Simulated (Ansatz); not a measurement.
A relaxed structure of InAs. Space group F-43m (No. 216), zinc blende type. Calculation: r2SCAN (plane waves to 500 eV, PAW, scalar-relativistic; Ansatz, an electronic-structure program).

```xyz
2
Lattice="0.0000 3.0541 3.0541 3.0541 0.0000 3.0541 3.0541 3.0541 0.0000" Properties=species:S:1:pos:R:3 pbc="T T T"
As     3.0541     3.0541     3.0541
In     1.5271     1.5271     1.5271
```

**Question.** What is the computed band gap (r2SCAN)?

**Answer.** 0.08 eV, direct at Γ (no spin-orbit coupling).

No spin polarisation in the result.

Measured for InAs: a 6.047 Å (static lattice; corrected from measurement; as listed in Daniel Mejia-Rodriguez, S. B. Trickey, Phys. Rev. B (2018)); gap 0.417 eV (0 K or low temperature; as listed in I. Vurgaftman, J. R. Meyer, L. R. Ram-Mohan, Journal of Applied Physics (2001)). Computed minus measured — a: r2SCAN +1.0 %; gap: r2SCAN -0.33 eV. The computed values are for a static lattice, and a measured gap can be an optical one, lowered by exciton binding.

The run could not lose the symmetry of its start.
